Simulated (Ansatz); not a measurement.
```yaml
crystal:
  periodic: [false, false, false]
  atoms:
    - {symbol: Ge, position_ang: [0.011976, 0.000140, -0.034642]}
    - {symbol: H, position_ang: [1.412578, 0.013536, 0.792213]}
    - {symbol: H, position_ang: [-1.147098, 0.921609, 0.852738]}
    - {symbol: H, position_ang: [-1.128575, -0.945222, 0.851607]}
basis:
  gaussian: {orbitals: def2-TZVP}
total_charge: 1
magnetization: {spin_polarized: true, initial_magnetization: 2}
hamiltonian: {xc: pbe0}
relax: {f_tol: 0.004, max_steps: 80}
```

```sh
$ ansatz run in.yaml --threads 1 --pin off --events-out ev --progress --plain --max-ram 2176MiB
```

Steps of the relaxation (energy above the last step; positions in Å, forces in eV/Å):

```
4
step 1, 549.3 meV
Ge    0.012    0.000   -0.035    0.575    0.005    1.168
H     1.413    0.014    0.792   -0.819   -0.008   -0.708
H    -1.147    0.922    0.853    0.127   -0.496   -0.231
H    -1.129   -0.945    0.852    0.117    0.498   -0.230
```

```
4
step 2, 382.5 meV
Ge    0.080    0.001    0.025   -0.298   -0.003    0.046
H     1.454    0.014    0.740   -0.099   -0.001    0.075
H    -1.200    0.734    0.849    0.201   -0.272   -0.060
H    -1.185   -0.759    0.848    0.196    0.276   -0.060
```

```
4
step 3, 284.7 meV
Ge    0.097    0.001   -0.008    0.205    0.002   -0.604
H     1.428    0.014    0.752    0.151    0.001    0.222
H    -1.194    0.574    0.860   -0.175   -0.329    0.190
H    -1.182   -0.598    0.859   -0.181    0.325    0.191
```

```
4
step 5, 725.8 meV
Ge    0.176    0.002   -0.167    0.901    0.009   -0.639
H     1.436    0.014    0.803   -0.158   -0.002   -0.021
H    -1.235    0.298    0.913   -0.458    8.756    0.335
H    -1.229   -0.323    0.913   -0.285   -8.764    0.325
```

```
4
step 12, 0.0 meV
Ge    0.203    0.002   -0.189    0.000    0.000    0.001
H     1.428    0.014    0.803    0.001    0.000   -0.001
H    -1.245    0.400    0.924    0.000   -0.002    0.000
H    -1.237   -0.425    0.924    0.000    0.002    0.000
```

Close pairs at the end: H3–H4 0.825 Å, Ge1–H2 1.576 Å, Ge1–H3 1.869 Å, Ge1–H4 1.869 Å.

A stationary point of unrestricted PBE0 after 12 steps, with ⟨S²⟩ = 2.005 against 2.00 for a pure state; no frequencies were run, so it isn't proven a minimum. 20 s on 1 thread of Arm Neoverse V2, shared host.
